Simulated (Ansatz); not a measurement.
# SiH₂ (singlet): from Hartree-Fock to the top rungs, cc-pV(D+d)Z

Aim: climb from Hartree-Fock through coupled cluster and multireference methods for SiH₂ (singlet) at one geometry and basis, and see what each rung misses.

Computed with Ansatz 0.2.0, Gaussian basis. Level: cc-pV(D+d)Z, core rule «outside noble gas», up to 5 orbitals frozen.

The runs, in order: UHF; CCSD(T) on RHF; CCSD(T) on UHF; BCCD(T) on RHF; CISD; CCSDT(Q) on RHF; CCSDT(Q) on UHF; CISDTQ; CCSDTQ on RHF; CCSDTQ on UHF; CASSCF and MRCISD+Q, 6 electrons in 6 orbitals; CASSCF and NEVPT2, 6 electrons in 6 orbitals; Full CI.

49 further runs of the same task are left out: 49 set aside as unsound or not needed.

### Step 1. The geometry

The geometry is an MP2(full)/6-31G* stationary point (not a proven minimum).

3 atoms, charge 0, spin multiplicity 1.

Atoms are counted from 1 here; the program's logs count them from 0.

Bond lengths: Si1–H2 1.519 Å, Si1–H3 1.519 Å. Angles: H2–Si1–H3 92.5°.

Geometry (Å):

```
Si    0.00000    0.00000    0.07033
H     0.00000    1.09694   -0.97985
H     0.00000   -1.09694   -0.97985
```

### Step 2. UHF

Input file in.yaml:

```yaml
crystal:
  periodic: [false, false, false]
  atoms:
    - {symbol: Si, position_ang: [0.000000, 0.000000, 0.070330]}
    - {symbol: H, position_ang: [0.000000, 1.096938, -0.979847]}
    - {symbol: H, position_ang: [0.000000, -1.096938, -0.979847]}
basis:
  gaussian: {orbitals: "cc-pV(D+d)Z.json"}
magnetization: {spin_polarized: true, initial_magnetization: 0}
hamiltonian: {xc: hf}
output: {orbitals: {seedname: orbitals}}
```

Command:

```
ansatz run in.yaml --threads 1 --pin off --events-out ev --progress --plain --max-ram 2764MiB --backend cpu
```

After this run come: CCSD(T) on RHF; CCSD(T) on UHF; BCCD(T) on RHF; CISD; CCSDT(Q) on RHF; CCSDT(Q) on UHF; CISDTQ; CCSDTQ on RHF; CCSDTQ on UHF; CASSCF and MRCISD+Q, 6 electrons in 6 orbitals; CASSCF and NEVPT2, 6 electrons in 6 orbitals; Full CI.

**Question.** What will the summary of the whole plan be? Wanted: FCI below the RHF energy; RMP2 from FCI; RCCSD from FCI; RCCSD(T) from FCI; RCCSDT(Q) from FCI; NEVPT2 valence from FCI; MRCISD+Q valence from FCI; T1 diagnostic; effectively unpaired electrons.

**Answer**, as computed:

```
                         quantity                                                                    value
         FCI below the RHF energy                                                               -3.2772 eV
                    RMP2 from FCI                                                               +868.5 meV
                   RCCSD from FCI                                                                +82.6 meV
                RCCSD(T) from FCI                                                                +20.1 meV
               RCCSDT(Q) from FCI                                                                 +0.6 meV
          NEVPT2 valence from FCI                                                               +647.9 meV
        MRCISD+Q valence from FCI                                                                +14.5 meV
levels within 1 kcal/mol (43 meV)  RCCSD(T), BCCD(T), RCCSDT, CISDTQ, RCCSDT(Q), RCCSDTQ, MRCISD+Q valence
                    T1 diagnostic                                                                    0.014
   effectively unpaired electrons                                                                     0.09
```

In words: RCCSD(T) lands +20.1 meV from the yardstick (0.6 % of the correlation energy). One determinant dominates. Of the multireference levels listed MRCISD+Q valence comes nearest in total energy (+14.5 meV), which doesn't show that its space is the better one. These misses are within one basis, not against nature.
